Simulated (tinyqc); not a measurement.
Worked calculation: extended Hueckel theory, for H3S+. The parameters take no account of the charge, which enters only through the electron count. One step of it, computed by the program tinyqc.

Task: Orbitals. Solve H C = S C e through S^(-1/2); fill by pairs from the bottom, a degenerate level sharing its electrons equally; each orbital has its largest coefficient positive (the first on a tie).

H (eV):
```
             1S 3s      1S 3px      1S 3py      1S 3pz       2H 1s       3H 1s       4H 1s
1S 3s   -20.000000    0.000000    0.000000    0.000000   -8.648079   -8.642553   -8.642553
1S 3px    0.000000  -13.300000    0.000000    0.000000   -8.915240    4.457605    4.457605
1S 3py    0.000000    0.000000  -13.300000    0.000000    0.000000   -7.716859    7.716859
1S 3pz    0.000000    0.000000    0.000000  -13.300000    2.391894    2.390119    2.390119
2H 1s    -8.648079   -8.915240    0.000000    2.391894  -13.600000   -1.146706   -1.146706
3H 1s    -8.642553    4.457605   -7.716859    2.390119   -1.146706  -13.600000   -1.146771
4H 1s    -8.642553    4.457605    7.716859    2.390119   -1.146706   -1.146771  -13.600000
```

overlap S:
```
           1S 3s     1S 3px     1S 3py     1S 3pz      2H 1s      3H 1s      4H 1s
1S 3s   1.000000   0.000000   0.000000   0.000000   0.343178   0.342958   0.342958
1S 3px  0.000000   1.000000   0.000000   0.000000   0.441895  -0.220947  -0.220947
1S 3py  0.000000   0.000000   1.000000   0.000000   0.000000   0.382496  -0.382496
1S 3pz  0.000000   0.000000   0.000000   1.000000  -0.118557  -0.118469  -0.118469
2H 1s   0.343178   0.441895   0.000000  -0.118557   1.000000   0.056211   0.056211
3H 1s   0.342958  -0.220947   0.382496  -0.118469   0.056211   1.000000   0.056214
4H 1s   0.342958  -0.220947  -0.382496  -0.118469   0.056211   0.056214   1.000000
```

valence electrons = 8

Give: orbital energies; occupations; coefficients; sum of one-electron energies.

Result:

orbital energies (eV): -20.8920  -15.7264  -15.7255  -13.5765  -4.5437  -4.5339  -4.4391

occupations: 2.0000  2.0000  2.0000  2.0000  0.0000  0.0000  0.0000

coefficients:
```
           MO1      MO2      MO3      MO4      MO5      MO6      MO7
1S 3s   0.8037   0.0000   0.0000   0.2069   0.0000  -0.0395   0.8955
1S 3px  0.0000   0.5727   0.0000   0.0000   0.0000   1.0582   0.0470
1S 3py  0.0000   0.0000   0.5727   0.0000   1.0589   0.0000   0.0000
1S 3pz  0.0054   0.0000   0.0000   0.9428   0.0000   0.0182  -0.4118
2H 1s   0.1618   0.4711   0.0000  -0.1111   0.0000  -0.8658  -0.6921
3H 1s   0.1617  -0.2357   0.4081  -0.1111  -0.7754   0.4763  -0.6322
4H 1s   0.1617  -0.2357  -0.4081  -0.1111   0.7754   0.4763  -0.6322
```

sum of one-electron energies = -131.8408 eV
